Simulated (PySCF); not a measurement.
Dimethyl sulfide, C2H6S, SMILES CSC (PBE0/def2-SVP optimised geometry):

```
9

C     -0.218    -0.547     0.000
S     -0.883     1.129     0.000
C     -0.206     1.727    -1.561
H      0.883    -0.547     0.000
H     -0.567    -1.031     0.923
H     -0.585    -1.129    -0.860
H      0.895     1.719    -1.555
H     -0.546     2.766    -1.682
H     -0.573     1.138    -2.415
```

Level of theory: PBE0/def2-TZVP in PySCF.

What are the frontier orbital energies and the dipole moment?

HOMO-2 -10.19 eV, HOMO-1 -8.82 eV, HOMO -6.25 eV, LUMO 0.99 eV, LUMO+1 1.31 eV; dipole moment 1.58 D.

On the same geometry PySCF 2.14.0 with PBE/def2-TZVP gives HOMO-2 -8.82 eV, HOMO-1 -7.55 eV, HOMO -5.02 eV, LUMO 0.02 eV, LUMO+1 0.52 eV; dipole moment 1.51 D.

Meta-Löwdin charges at PBE0/def2-TZVP: C1 -0.41, S2 0.06, C3 -0.41, H4 0.12, H5 0.14, H6 0.12, H7 0.12, H8 0.14, H9 0.12.
